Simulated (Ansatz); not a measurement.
## O3: a line through the functionals

O3: 3 atoms, total charge 0, spin state singlet. As SMILES, `O=[O+][O-]`. The shape is that of a PBE0-D4/def2-TZVP optimisation.

The electronic atomisation energy y, in eV, basis def2-TZVPP; a is the functional's share of exact exchange. Programs: Ansatz 0.2.0.

```
functional  program     a  y (eV)
       PBE   Ansatz     0    7.95
      BLYP   Ansatz     0    7.26
     B3LYP   Ansatz   0.2    6.07
   r2SCAN0   Ansatz  0.25    5.01
      PBE0   Ansatz  0.25       ?
     BHLYP   Ansatz   0.5    3.77
```

Q: Fit y = c + s·a to the known rows and predict PBE0.

A: 
1. Means of the 5 rows: a = 0.1900, y = 6.012.
2. Σ(Δa)² = 0.172, Σ(Δa·Δy) = -1.3599, so the slope is -1.3599/0.172 = -7.9064.
3. Intercept: 6.012 − (-7.9064) × 0.1900 = 7.514. The largest residual of the fit is 0.53.
4. PBE0: 7.514 + (-7.9064) × 0.25 = 5.54 eV.

The run gave 6.06 eV, so the prediction is off by -0.52 eV, within the scatter of the fit. The rows mix families of semi-local functionals, which the line can't see.
